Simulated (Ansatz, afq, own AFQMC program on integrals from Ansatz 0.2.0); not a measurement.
## AlH₄, doublet: a scan with AFQMC

```xyz
5

Al   -0.0599    0.0001   -0.1328
H     0.4487    0.0018    1.9858
H    -0.3171   -0.0089    1.9564
H     0.7333    1.3833   -0.1888
H     0.7376   -1.3801   -0.1993
```

All coordinates are scaled about the centre. Energies in kcal/mol count from this geometry (1.000) at the same level; the start stands on UHF, each point on the determinant named.

Basis 6-31G. Only valence electrons are correlated. Integrals, coupled cluster, full CI and functionals: Ansatz 0.2.0; the random walks run on the same integrals in our own AFQMC program. The CISD trial takes its coefficients from CCSD amplitudes. Released means that phaseless walkers are propagated on without the constraint, phases kept. Error bars are statistical, one sigma.

Cautions, each for one point or more: an unrestricted solution with more broken spin lies lower; cluster runs in doubt by the program's own checks; strong correlation; unrestricted determinant slightly spin contaminated; unrestricted determinant spin contaminated.

| scale of all distances | det. | T1 | weight | ⟨S²⟩ | r2SCAN | PBE | CCSD(T) |
| --- | --- | --- | --- | --- | --- | --- | --- |
| 0.873 | UHF | 0.010 | 0.96 | 0.75 | 26.6 | 28.9 | 30.4 |
| 1.137 | UHF | 0.015 | 0.93 | 0.76 | 11.2 | 8.8 | 7.3 |
| 1.294 | UHF | 0.032 | 0.89 | 0.82 | 43.1 | 38.1 | 34.7 |
| 1.513 | UHF | 0.069 | 0.78 | 1.10 | 91.9 | 84.2 | 76.3 |
| 1.767 | UHF | 0.088 | 0.69 | 1.36 | 138.2§ | 129.9 | 113.7 |
| 2.011 | UHF | 0.144 | 0.51 | 2.18 | 170.8§ | 164.4§ | 140.3 |
| 2.389 | UHF | 0.123 | 0.47 | 2.53 | 198.8§ | 198.8§ | 167.1 |

(1) Estimate the curve of full CI, counted from the same start.

Results:

(1) 
```
scale of all distances  det.     T1  weight  ⟨S²⟩    FCI  ph-AFQMC/CISD  released AFQMC  CCSDT(Q)
                 0.873   UHF  0.010    0.96  0.75   30.4    30.4 ± 0.01     30.4 ± 0.01      30.4
                 1.137   UHF  0.015    0.93  0.76    7.2     7.3 ± 0.03      7.2 ± 0.02       7.2
                 1.294   UHF  0.032    0.89  0.82   34.4    34.6 ± 0.04               –      34.4
                 1.513   UHF  0.069    0.78  1.10   75.6    76.4 ± 0.06               –      75.6
                 1.767   UHF  0.088    0.69  1.36  113.2    114.6 ± 0.1               –     113.2
                 2.011   UHF  0.144    0.51  2.18  139.9    142.4 ± 0.2               –     139.9
                 2.389   UHF  0.123    0.47  2.53  166.6    168.4 ± 0.1               –     166.5
```

Weight is that of the determinant in the CISD state; at the start T1 is 0.011 and the weight 0.95, and ⟨S²⟩ is 0.75. Symmetry can't show for every point that it stays on the start's state. A dash marks a missing value, a released energy that hasn't settled or a functional that sits on another state. § marks a functional whose ⟨S²⟩ is too high by over 0.1. Largest departures from full CI: CCSD(T) 0.7 kcal/mol at 1.513 (on UHF), ph-AFQMC/CISD 2.5 kcal/mol at 2.011 (on UHF), released AFQMC 0.0 kcal/mol at 1.137 (on UHF) (within the noise), CCSDT(Q) 0.0 kcal/mol at 1.513 (on UHF). The functionals aren't scored here. In this small basis the wave-function levels are far from their limit, so their gap to the functionals isn't the functionals' error.

CCSDT and higher add their correlation energy to the determinant of the CCSD(T) run, since their own runs factorise the integrals more tightly (a shift of under 2 meV). Released energies are given only where the last usable release times agree within the noise; a slower fall can still hide under it.
